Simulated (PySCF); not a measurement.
Species: C4H5F.
SMILES: `C#C[C@H](C)F`

Jobs on this species (10 atoms, 38 electrons) with PySCF (density fitting). Hardware of each: Arm Neoverse V1, one thread, no GPU, on a shared host. The host was shared with other jobs, so the times are rough. Peak memory is the resident size of the whole Python process, interpreter and libraries included.

```
                                                                 level and settings                                                          work  basis functions  SCF cycles  wall time  peak memory
    delta-SCF UKS PBE0, pcX-2 on the ionised atom, pcseg-1 elsewhere, spin-free X2C                                 ΔSCF core ionisation, 5 holes              126           ?          ?            ?
    delta-SCF UKS SCAN, pcX-2 on the ionised atom, pcseg-1 elsewhere, spin-free X2C                                 ΔSCF core ionisation, 5 holes              126           ?          ?            ?
                                                 PBE0-D3(BJ)/def2-SVP, grid level 1  geometry optimisation from a GFN2-xTB start shaken at random               95          47       18 s     0.38 GiB
    delta-SCF UKS SCAN, pcX-1 on the ionised atom, pcseg-1 elsewhere, spin-free X2C                                 ΔSCF core ionisation, 5 holes              105          95       18 s     0.47 GiB
      delta-SCF UKS HF, pcX-2 on the ionised atom, pcseg-1 elsewhere, spin-free X2C                                 ΔSCF core ionisation, 5 holes              126          92       12 s     0.47 GiB
     delta-SCF UKS PBE, pcX-2 on the ionised atom, pcseg-1 elsewhere, spin-free X2C                                 ΔSCF core ionisation, 5 holes              126          89       13 s     0.47 GiB
 delta-SCF UKS SCAN, pcX-2 on the ionised atom, pcseg-1 elsewhere, non-relativistic                                 ΔSCF core ionisation, 5 holes              126          96       22 s     0.47 GiB
delta-SCF UKS SCAN, def2-TZVP on the ionised atom, pcseg-1 elsewhere, spin-free X2C                                 ΔSCF core ionisation, 5 holes              112          95       21 s     0.47 GiB
   delta-SCF UKS B3LYP, pcX-2 on the ionised atom, pcseg-1 elsewhere, spin-free X2C                                 ΔSCF core ionisation, 5 holes              126          82       21 s     0.47 GiB
```

Question: Fill in the missing figures.

Answer: 
- delta-SCF UKS PBE0, pcX-2 on the ionised atom, pcseg-1 elsewhere, spin-free X2C; ΔSCF core ionisation, 5 holes: 21 s, 0.47 GiB, 82 SCF cycles
- delta-SCF UKS SCAN, pcX-2 on the ionised atom, pcseg-1 elsewhere, spin-free X2C; ΔSCF core ionisation, 5 holes: 24 s, 0.47 GiB, 95 SCF cycles

Question: What do all jobs in the table cost together?

Answer: About 2.8 min; the longest takes about 14 % of that, and about 2 times as long as the shortest.
